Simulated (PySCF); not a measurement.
Job file and geometry (Å, from GFN2-xTB) of an NMR shielding run on chlorotrifluoromethane (FC(F)(F)Cl, CClF3), GIAO PBE0/pcSseg-1 NMR shielding, non-relativistic, gas phase in PySCF; density fitting, a coarse starting grid and PySCF grid level 2 are the driver's defaults:

```
{"job": {"kind": "nmr", "xc": "PBE0", "basis": "pcSseg-1"}, "charge": 0, "multiplicity": 1}
F     -0.493206    -0.806496    -0.966702
C     -0.072268     0.006350    -0.012247
F     -0.407414     1.241915    -0.343821
F     -0.703194    -0.307357     1.106896
Cl     1.684705    -0.131559     0.198688
```

Problem. What does the program print?

Solution. 
```
coarse grid: 5968 points
cycle   1  E = -797.1106570677  dE =  8.852e-01  |g| = 9.370e-01  |ddm| = 1.925e+00
cycle   2  E = -796.9066046852  dE =  2.041e-01  |g| = 1.501e+00  |ddm| = 1.141e+00
cycle   3  E = -797.2691389129  dE = -3.625e-01  |g| = 2.702e-02  |ddm| = 7.000e-01
cycle   4  E = -797.2692457021  dE = -1.068e-04  |g| = 1.152e-02  |ddm| = 2.293e-02
cycle   5  E = -797.2692708356  dE = -2.513e-05  |g| = 1.959e-03  |ddm| = 8.987e-03
cycle   6  E = -797.2692713745  dE = -5.389e-07  |g| = 6.672e-04  |ddm| = 1.907e-03
final grid: 57768 points
cycle   7  E = -797.3163976249  dE = -3.148e-05  |g| = 4.996e-03  |ddm| = 1.148e-02
cycle   8  E = -797.3163952782  dE =  2.347e-06  |g| = 6.298e-03  |ddm| = 5.573e-03
cycle   9  E = -797.3164010570  dE = -5.779e-06  |g| = 5.796e-04  |ddm| = 2.993e-03
cycle  10  E = -797.3164010940  dE = -3.697e-08  |g| = 1.265e-04  |ddm| = 4.376e-04
cycle  11  E = -797.3164010971  dE = -3.079e-09  |g| = 5.199e-05  |ddm| = 1.630e-04
cycle  12  E = -797.3164010977  dE = -5.998e-10  |g| = 6.938e-06  |ddm| = 4.233e-05
converged SCF energy = -797.3164010977

GIAO shielding tensors (ppm)
atom      isotropic    diamagn.    paramagn.     s11        s22        s33       span
  0 F      207.185     471.429    -264.244    151.718    155.003    314.833    163.116
  1 C       46.639     235.996    -189.357     42.188     42.200     55.528     13.340
  2 F      207.193     471.431    -264.237    151.726    155.023    314.831    163.105
  3 F      207.192     471.445    -264.253    151.718    155.001    314.857    163.140
  4 Cl     581.378    1144.751    -563.374    342.747    342.825   1058.561    715.814
```

Problem. Turn these shieldings into chemical shifts. Referencing at the same level of theory: CFCl3 for $^{19}$F (σ = 170.95 ppm); $^{13}$C (σ = 186.93 ppm) against TMS; $^{35}$Cl (σ = 949.78 ppm) vs HCl.

Solution. Averaging equivalent atoms: F 0/2/3: -36.2; C 1: 140.3; Cl 4: 368 ppm. Unscaled 19F shifts against computed CFCl3 carry errors that often reach 10 to 50 ppm.

Size and cost of the density-fitted run: 92 basis functions, 4.8 s wall time on 1 thread of an Arm Neoverse V1, shared host.
